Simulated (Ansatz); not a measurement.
The input, for Ansatz 0.2.0:

```yaml
crystal:
  periodic: [false, false, false]
  atoms:
    - {symbol: Ge, position_ang: [0.001132, 0.020955, 1.187741]}
    - {symbol: Ge, position_ang: [0.000299, -0.042711, -1.228013]}
    - {symbol: H, position_ang: [0.048263, 1.270237, 2.104542]}
    - {symbol: H, position_ang: [-0.054514, -1.267118, 2.051153]}
    - {symbol: H, position_ang: [-0.096898, 1.564826, -1.253412]}
basis:
  gaussian: {orbitals: STO-3G}
magnetization: {spin_polarized: false, initial_magnetization: 1}
correlation: {method: sc_nevpt2, electrons: outside_noble_gas}
```

```sh
$ ansatz run in.yaml --threads 1 --pin off --events-out ev --progress --plain --max-ram 2393MiB
```

(1) How does this run end?

Answers

(1) Refused. The input was made wrong on purpose (method needs an active space), so the run isn't a sound calculation of what was asked.
```
Error: this correlation method needs an active space: name one as the reference
```
